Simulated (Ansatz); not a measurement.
Process, species as SMILES: C(=[CH])F → [CH-]=CF (an electron is taken up)
B3LYP-D3(BJ)/def2-TZVP geometries, fixed; electronic energies without zero-point terms; positive where energy is released.
Largest species:
```
C
C 1 1.3001
F 1 1.3501 2 123.21
H 2 1.0733 1 139.33 3 180.00
H 1 1.0877 2 125.07 4 0.00
```
Charge 0, spin multiplicity 2.

Basis-set convergence of the adiabatic electron affinity at wB97M-V with Ansatz (a quantum-chemistry and plane-wave program). Cartesian d functions, on some or all atoms, in 6-31G*, 6-31G**; all else is spherical. The program fits the integrals of some runs and decomposes those of others, by size. Open shells are unrestricted. The functional holds VV10 correlation; no added dispersion term, no relativity. Functions are those of the species that has most. Reference: the value in aug-pcseg-3, 1.497 eV, itself unsure by roughly 0.009 eV (its mean distance from aug-cc-pVQZ, def2-QZVPPD). Deviations are taken from unrounded values.

| basis | functions | adiabatic electron affinity (eV) | minus reference (eV) |
|---|---|---|---|
| STO-3G | 17 | -3.350 | -4.847 |
| 6-31G* | 49 | 0.540 | -0.957 |
| def2-SVP | 52 | 0.860 | -0.636 |
| pcseg-1 | 52 | 1.152 | -0.345 |
| 6-31G** | 55 | 0.543 | -0.954 |
| def2-SVPD | 79 | 1.448 | -0.049 |
| aug-pcseg-1 | 87 | 1.591 | 0.094 |
| def2-TZVPD | 132 | 1.470 | -0.027 |
| def2-TZVPPD | 148 | 1.466 | -0.030 |
| aug-cc-pVTZ | 184 | 1.504 | 0.008 |
| def2-QZVPP | 231 | 1.426 | -0.071 |
| pcseg-3 | 246 | 1.478 | -0.018 |
| def2-QZVPPD | 258 | 1.481 | -0.015 |
